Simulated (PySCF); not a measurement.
Zinc-blende AlP: PBE at its full settings () and at cheaper ones, in a cell of 2 atoms.

```csv
level and setting,lattice parameter a (Å),bulk modulus B0 (GPa)
PBE (PySCF),5.509,81.5
PBE/6-31G* (2×2×2 k mesh) (PySCF),5.646,75.6
PBE/GTH-DZVP (2×2×2 k mesh) (PySCF),5.666,72.5
PBE/GTH-SZV (2×2×2 k mesh) (PySCF),5.772,62.9
PBE/STO-3G (2×2×2 k mesh) (PySCF),5.310,156
```

Largest shifts from the full settings: lattice constant a +4.77 % (PBE/GTH-SZV (2×2×2 k mesh)), against a difference of +1.06 % of the full result from the reference 5.451 Å (measured, static lattice: zero-point anharmonic expansion removed; as tabulated in Mejia-Rodriguez and Trickey (2018), arXiv:1807.09216); bulk modulus +91 % (PBE/STO-3G (2×2×2 k mesh)).

Run with cheap settings on purpose, which may leave them unconverged: PBE/6-31G* (2×2×2 k mesh), PBE/GTH-DZVP (2×2×2 k mesh), PBE/GTH-SZV (2×2×2 k mesh), PBE/STO-3G (2×2×2 k mesh).
